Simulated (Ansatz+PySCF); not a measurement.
## doublet NO2: levels of theory in one basis

```xyz
3

N     0.0000    0.0000    0.3375
O     0.0000    1.1365   -0.1480
O     0.0000   -1.1365   -0.1480
```

Basis set: cc-pVTZ (spherical functions). Frozen core: 3 orbitals. Correlation on ROHF uses semicanonical orbitals with singles. Charge 0, multiplicity 2.

Computed with Ansatz (development build ahead of 0.2.0) and PySCF 2.14.0; each method stands on the lowest determinant of its kind that the runs found.

```json
{"method": "ROHF", "E − E(ROHF) (eV)": "0.00", "<S²> of the determinant": "0.75"}
{"method": "UHF", "E − E(ROHF) (eV)": "-0.35", "<S²> of the determinant": "1.07"}
{"method": "UHF-MP2", "E − E(ROHF) (eV)": "-17.96", "<S²> of the determinant": "1.07"}
{"method": "ROHF-CCSD(T)", "E − E(ROHF) (eV)": "-19.42", "<S²> of the determinant": "–"}
```

Q: What does ROHF-MP2 give on the same scale?

A: -19.05 eV.

The restricted and unrestricted rows may stand on different electronic states: another unrestricted solution lies nearer the restricted one.

Caution for UHF, UHF-MP2: the unrestricted determinant is spin contaminated; the determinant breaks the point group. Caution for ROHF-MP2, UHF-MP2: forces differ strongly between restricted and unrestricted references. Caution for UHF-MP2: another reference gives a lower total.
